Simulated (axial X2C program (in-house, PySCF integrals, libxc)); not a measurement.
## LiF⁺: cheaper levels and CCSD(T), two-component

Computed with an in-house all-electron X2C program for linear molecules (integrals from PySCF). Two-component (2c) means X2C with spin–orbit coupling and atomic mean-field two-electron Coulomb and Gaunt terms. Basis: F dyall-av3z [7s6p3d2f], Li dyall-cv3z [7s8p2d] (cores contracted in-house); Gaussian nuclei, density fitting, unrestricted open shells. Masses: F 18.998 u, Li 7.016 u.

State: Ω = 3/2 (⟨Sz⟩ = 0.50, ⟨Lz⟩ = 1.00 at HF); fragments F + Li+.

```csv
level,Re (Å),ωe (cm⁻¹),De (eV)
PBE0,2.025,307.3,0.132
HF,2.025,299.7,0.158
MP2,2.057,290.6,0.264
CCSD,2.052,293.1,0.265
B97-3,2.054,279.9,0.185
```

Correlated methods: 7 electrons correlated (number of frozen shells: F 1 s; Li 1 s), 171 virtual spin orbitals or spinors in MP2, 68 natural virtuals in coupled cluster.

CCSD(T), same Hamiltonian and basis:

Re = 2.056 Å, ωe = 291.6 cm⁻¹, De = 0.27 eV; T1 = 0.006 (Lee–Taylor normalisation).

(1) Give the differences from CCSD(T) in the columns below.

Occupations by symmetry block were frozen at the best pattern of an incomplete PBE0 search. Dissociation energies refer to the lowest single-determinant-based atoms at the same level and basis. Density functionals use the spin component along the axis (collinear). Coupled cluster ran in a truncated set of natural virtual spinors; the MP2 energy of the rest was added. (T) has no such correction and the atoms are truncated less, which lowers De at CCSD(T) by a hundredth of an eV or more. In 2c an atomic determinant is not the ground J level, so De misses part of the atomic spin–orbit lowering. This holds for PBE0, B97-3. PBE0 can misorder states that lie within some tenths of an eV, so this need not be the ground state of the molecule. The nearest other 2c determinant of the search, Ω = 1/2, lies 0.03 eV up at the distance of the search. Without a current term, density functionals place determinants with orbital angular momentum somewhat too high. The atomic limit has a lower orbital projection than the molecule and lies lower at mean-field level, so De may be about a tenth of an eV too small. The bond is weak, and without diffuse functions and with truncated virtuals even CCSD(T) can be tens of per cent off in De.

Answers

(1) 

```json
{"level": "PBE0", "ΔRe (Å)": "-0.031", "Δωe (cm⁻¹)": "15.7"}
{"level": "HF", "ΔRe (Å)": "-0.031", "Δωe (cm⁻¹)": "8.1"}
{"level": "MP2", "ΔRe (Å)": "0.001", "Δωe (cm⁻¹)": "-1.0"}
{"level": "CCSD", "ΔRe (Å)": "-0.004", "Δωe (cm⁻¹)": "1.5"}
{"level": "B97-3", "ΔRe (Å)": "-0.002", "Δωe (cm⁻¹)": "-11.7"}
```
